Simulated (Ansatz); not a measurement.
System: tetradymite Bi2Te3. Method: PBEsol in Ansatz (PAW).

Rigid layers of the crystal as relaxed at this level are moved apart or together:

| run | layer repeat (Å) | energy against free layers (meV/Å²) | gap on the mesh (eV) |
|---|---|---|---|
| 1 | 9.8633 | -9.43 | 0.158 |
| 2 | 10.013 | -10.53 | 0.183 |
| 3 | 10.163 | -10.63 | 0.241 |
| 4 | 10.363 | -9.84 | 0.351 |
| 5 | 10.663 | -7.80 | 0.540 |
| 6 | 11.163 | -4.35 | 0.751 |
| 7 | 12.163 | -0.79 | 0.847 |
| 8 | 14.163 | 0.14 | 0.902 |

The lowest energy of these points lies at a layer repeat of 10.16 Å.

Spin–orbit coupling is not included.

Note: the cell comes from a level without a dispersion term, which matters for the spacing of layers, chains or molecules.

Ansatz is a quantum-chemistry and plane-wave program.
